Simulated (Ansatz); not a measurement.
**BN2 (quartet): the correlation ladder at a displaced geometry (v1), cc-pVDZ**

The task here is to estimate one member of a computed series from the others.

Computed with Ansatz 0.2.0, Gaussian basis. Level: cc-pVDZ, core rule «outside noble gas», up to 3 orbitals frozen.

The runs, in order: UHF; CCSD(T) on ROHF; CCSD(T) on UHF; BCCD(T) on ROHF; CISD; CCSDT(Q) on ROHF; CCSDT(Q) on UHF.

36 further runs of the same task are left out: 12 for a known fault of the program, 12 that didn't finish, 12 set aside as unsound or not needed.

## The system

The geometry is a PBE0/def2-TZVP stationary point (not a proven minimum) with its atoms shifted at random (size 0.040 Å).

3 atoms, charge 0, spin multiplicity 4.

Atoms are counted from 1 here; the program's logs count them from 0.

Bond lengths: B1–N2 1.325 Å, N2–N3 1.215 Å. Angles: B1–N2–N3 175.8°.

Geometry (Å):

```xyz
3
BN2
B    -0.0154   -0.0090    1.2876
N    -0.0163   -0.0252   -0.0377
N     0.0317    0.0342   -1.2499
```

The first run:

The input, in.yaml:

```yaml
crystal:
  periodic: [false, false, false]
  atoms:
    - {symbol: B, position_ang: [-0.015433, -0.009008, 1.287640]}
    - {symbol: N, position_ang: [-0.016266, -0.025151, -0.037713]}
    - {symbol: N, position_ang: [0.031698, 0.034159, -1.249927]}
basis:
  gaussian: {orbitals: cc-pVDZ}
magnetization: {spin_polarized: true, initial_magnetization: 3}
hamiltonian: {xc: hf}
output: {orbitals: {seedname: orbitals}}
```

On the command line:

```sh
> ansatz run in.yaml --threads 1 --pin off --events-out ev --progress --plain --max-ram 2393MiB
```

Steps of the session up to this table: UHF; CCSD(T) on ROHF; CCSD(T) on UHF; BCCD(T) on ROHF; CISD; CCSDT(Q) on ROHF; CCSDT(Q) on UHF.

One of the session's tables, all rows but one given; the rest of the session is left out.

It belongs to the step «Misses and costs». 

| method | from UCCSDT(Q) (meV) |
| --- | --- |
| ROHF | +10865.0 |
| UHF | +9691.8 |
| RMP2 | +828.4 |
| UMP2 | +1388.4 |
| CISD | +1494.4 |
| RCCSD | ? |
| UCCSD | +463.9 |
| RCCSD(T) | +68.7 |
| UCCSD(T) | +88.5 |
| BCCD(T) | +79.4 |
| RCCSDT | +54.2 |
| UCCSDT | +47.4 |
| RCCSDT(Q) | +1.5 |
| UCCSDT(Q) | 0 |

Estimate the missing values for RCCSD.

**Answer.** from UCCSDT(Q) (meV): +503.5. In the column «from UCCSDT(Q) (meV)» it lies between UCCSD (+463.9) and RMP2 (+828.4).

To keep in mind: Restricted and unrestricted rows rest on different reference determinants; where their highest levels disagree by more than a few hundredths of an eV, they describe different states and don't form one ladder.
